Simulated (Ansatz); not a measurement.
C3H5FO2 (`OC1(F)COC1`) at its PBE0-D4/def2-TZVP geometry, where that method's forces vanish. Total charge 0; spin multiplicity 1.

```xyz
11

O     1.4848   -0.6173    0.7409
C     0.1455   -0.4484    0.4623
F    -0.5024   -1.3133    1.2777
C    -0.3004   -0.4910   -1.0043
O    -0.6366    0.9036   -0.9586
C    -0.4196    0.9771    0.4583
H     1.9979   -0.0247    0.1844
H     0.4795   -0.7111   -1.7389
H    -1.1738   -1.1267   -1.1774
H    -1.3528    1.0791    1.0200
H     0.2780    1.7726    0.7356
```

Q: What forces (eV/Å) does B3LYP-D4/def2-TZVPP give on these atoms in the Gaussian-basis code of Ansatz? (An estimate is asked.)

A: The calculation gave: 
```
O1   0.322 -0.009  0.035
C2  -0.046  0.130 -0.134
F3  -0.222 -0.279  0.262
C4   0.014 -0.404 -0.287
O5  -0.125  0.283 -0.295
C6  -0.042  0.288  0.401
H7   0.082 -0.004  0.011
H8  -0.052  0.004  0.040
H9   0.058  0.030 -0.002
H10  0.060  0.007 -0.025
H11 -0.048 -0.044 -0.008
```

B3LYP here is the variant with VWN-RPA as its local correlation; programs differ in this.
